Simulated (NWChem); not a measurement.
# disulfur (S$_{2}$, triplet); SMILES S=S

Program: NWChem. Pople sets run with spherical d functions. Spin-unrestricted. Structure relaxed at the B3LYP/6-31G* (spherical d), spin-unrestricted level. No stability test was run on the SCF state.

**Question.** Taking TPSS/6-311++G** as the yardstick, which of these has the fewest basis functions while keeping “highest occupied level (eV)” within 0.05 eV of it: TPSS/6-31+G*; TPSS/6-311G**; TPSS/STO-3G; TPSS/6-31G*; TPSS/3-21G?

**Answer.** TPSS/6-31+G*.
| level | basis functions | highest occupied level (eV) |
|---|---|---|
| TPSS/STO-3G | 18 | -1.66 |
| TPSS/3-21G | 26 | -6.21 |
| TPSS/6-31G* | 36 | -6.02 |
| TPSS/6-31+G* | 44 | -6.08 |
| TPSS/6-311G** | 52 | -6.09 |
| TPSS/6-311++G** | 60 | -6.08 |

The yardstick is one finite set, not the basis-set limit.
